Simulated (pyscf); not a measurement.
## Multi-bond step: F–GeH₂–F (SMILES [F][GeH2][F]) + H₂ (SMILES [H][H]) -> F–Ge:–F (SMILES [F][Ge][F]) [singlet] + H₂ (SMILES [H][H]) + H₂ (SMILES [H][H])

Gas phase, singlet surface, charge 0. Bonds broken: Ge2–H5, Ge2–H6, H4–H7. Bonds formed: H4–H5, H6–H7. Single points on ωB97X-D3(BJ)/def2-SVP structures (PySCF, gas phase).

Transition state (Å):

```xyz
7

F      2.0413     0.5176    -1.1304
Ge     0.4464     0.6089    -0.4364
F     -0.3900     1.4659    -1.7006
H     -0.6463    -0.5838     1.3795
H     -0.4021    -0.7808     0.4195
H      0.0941     1.0319     1.3183
H     -0.4015     0.3107     1.8229
```

One imaginary mode, 1927i cm⁻¹; descent along it reached the two sides named.

| bond | change | reactant side (Å) | saddle | product side |
|---|---|---|---|---|
| Ge2–H5 | breaks | 1.525 | 1.840 | 3.7 |
| Ge2–H6 | breaks | 1.525 | 1.839 | 3.4 |
| H4–H7 | breaks | 0.760 | 1.028 | 3.7 |
| H4–H5 | forms | 2.8 | 1.010 | 0.759 |
| H6–H7 | forms | 2.8 | 1.010 | 0.758 |

Electronic energies relative to the separated reactants (kcal/mol):

```
level                   barrier  reaction energy  reverse barrier
----------------------  -------  ---------------  ---------------
ωB97X-D3(BJ)/def2-TZVP     59.5            +13.7             45.8
PBE/def2-TZVP              43.4             +7.2             36.2
r²SCAN/def2-TZVP           51.0            +12.9             38.1
B3LYP-D3(BJ)/def2-TZVP     51.8             +7.4             44.3
PBE0-D3(BJ)/def2-TZVP      52.1            +13.5             38.6
M06-2X/def2-TZVP           63.5            +13.4             50.1
ωB97M-D3(BJ)/def2-TZVP     57.2             +9.2             48.0
HF/def2-TZVP               87.6            +17.7             69.9
```

With ωB97M-D3(BJ)/def2-TZVP energies and thermal terms (ideal gas, 1 atm, RRHO with modes under 100 cm⁻¹ raised to 100, one conformer, R ln 2 for chiral ones without a mode under 150 cm⁻¹), in kcal/mol:

```tsv
T (K)	ΔH‡	ΔG‡	ΔH	ΔG
298	56.2	63.0	+6.5	-2.4
600	55.6	70.3	+7.1	-11.7
900	55.6	77.6	+6.9	-21.1
1200	55.9	84.9	+6.3	-30.3
```

The same reactants have a lower exit, to F–GeH₃ + HF (barrier +47.2 kcal/mol at ωB97M-D3(BJ)/def2-TZVP, against +57.2 kcal/mol here). This is the saddle that the search found; another between the same sides may lie lower. Elements up to Kr have no core potential and no relativistic terms here.
